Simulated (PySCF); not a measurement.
**Core-level binding energies of isothiocyanic acid**

Species: isothiocyanic acid, CHNS.
Z-matrix (Å and degrees, GFN2-xTB geometry), rows numbered from 1:
```
N 
C   1  1.1964
S   2  1.5497  1  169.62
H   1  0.9962  2  137.29  3  -179.77
```

Method: delta-SCF UKS SCAN, pcX-2 on the ionised atom, pcseg-1 elsewhere, spin-free X2C in PySCF 2.14.0. These are vertical core ionisation energies against the vacuum level, from separate self-consistent calculations with and without the core hole.

**Question.** Give the core binding energies atom by atom.

**Answer.** 
```csv
atom(s),bonded to,level,binding energy (eV),count
C2,N (double bond) and S (double bond),C 1s,293.83,1
N1,C (double bond) and H,N 1s,405.79,1
S3,C (double bond),S 1s,2477.65,1
```

**Question.** Which effective nuclear charge Zeff reproduces each element's mean 1s value in the hydrogen-like formula E = 13.606 eV × Zeff²?

**Answer.** C (Z = 6): mean 293.8 eV, Zeff = 4.65, Z − Zeff = 1.35; N (Z = 7): mean 405.8 eV, Zeff = 5.46, Z − Zeff = 1.54; S (Z = 16): mean 2477.7 eV, Zeff = 13.49, Z − Zeff = 2.51. Means run over the listed sites, weighted by atom count.

Not every level is listed. Geometry: GFN2-xTB; no solvent, vibrations or thermal averaging.

On one thread of an Arm Neoverse V1, no GPU (shared host), this took 5.0 s.
